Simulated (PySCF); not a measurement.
Gas-phase reaction: 2 BH2Cl ⇌ BHCl2 + BH + H2

Computed with PySCF and rigid-rotor harmonic-oscillator thermochemistry at 1 bar. † marks an energy on the PBE0/def2-TZVP geometry and frequencies. MP2 and CCSD(T) freeze the core. All species are closed-shell singlets. B3LYP is the form with VWN-RPA correlation. BH2Cl: computed as isolated molecules; such fragments, hydroxides, amides, oligomers or adducts are transient or little studied in the gas. MP2 isn't extrapolated to the basis-set limit; its ΔH°(298 K) is 376.1 kJ in def2-SVP and 369.6 kJ in def2-TZVPP. CCSD(T) isn't extrapolated to the basis-set limit; its ΔH°(298 K) is 348.8 kJ in def2-SVP and 344.1 kJ in def2-TZVPP. The harmonic model lacks anharmonicity and excited electronic states, which grow with temperature; levels with a mode under 35 cm⁻¹ are left out.

```json
[
 {"level": "B3LYP/def2-TZVP†", "ΔE electronic, kJ": "394", "ΔH°(298 K), kJ": "371", "ΔS°(298 K), J/K": "102", "ΔG°(2000 K), kJ": "141"},
 {"level": "BLYP/def2-TZVP†", "ΔE electronic, kJ": "383", "ΔH°(298 K), kJ": "360", "ΔS°(298 K), J/K": "102", "ΔG°(2000 K), kJ": "131"},
 {"level": "CCSD(T)/def2-SVP†", "ΔE electronic, kJ": "372", "ΔH°(298 K), kJ": "349", "ΔS°(298 K), J/K": "102", "ΔG°(2000 K), kJ": "120"},
 {"level": "CCSD(T)/def2-TZVPP†", "ΔE electronic, kJ": "367", "ΔH°(298 K), kJ": "344", "ΔS°(298 K), J/K": "102", "ΔG°(2000 K), kJ": "115"},
 {"level": "HF/def2-TZVP†", "ΔE electronic, kJ": "374", "ΔH°(298 K), kJ": "351", "ΔS°(298 K), J/K": "102", "ΔG°(2000 K), kJ": "122"},
 {"level": "MP2/def2-SVP†", "ΔE electronic, kJ": "399", "ΔH°(298 K), kJ": "376", "ΔS°(298 K), J/K": "102", "ΔG°(2000 K), kJ": "147"},
 {"level": "MP2/def2-TZVPP†", "ΔE electronic, kJ": "393", "ΔH°(298 K), kJ": "370", "ΔS°(298 K), J/K": "102", "ΔG°(2000 K), kJ": "140"},
 {"level": "PBE/def2-TZVP†", "ΔE electronic, kJ": "401", "ΔH°(298 K), kJ": "378", "ΔS°(298 K), J/K": "102", "ΔG°(2000 K), kJ": "148"},
 {"level": "PBE0/def2-SVP†", "ΔE electronic, kJ": "415", "ΔH°(298 K), kJ": "392", "ΔS°(298 K), J/K": "102", "ΔG°(2000 K), kJ": "163"},
 {"level": "r2SCAN/def2-TZVP†", "ΔE electronic, kJ": "409", "ΔH°(298 K), kJ": "386", "ΔS°(298 K), J/K": "102", "ΔG°(2000 K), kJ": "157"},
 {"level": "ωB97M-V/def2-TZVP†", "ΔE electronic, kJ": "385", "ΔH°(298 K), kJ": "362", "ΔS°(298 K), J/K": "102", "ΔG°(2000 K), kJ": "133"}
]
```
ΔH° is lowest at CCSD(T)/def2-TZVPP† and highest at PBE0/def2-SVP†. No reference value is set beside these.
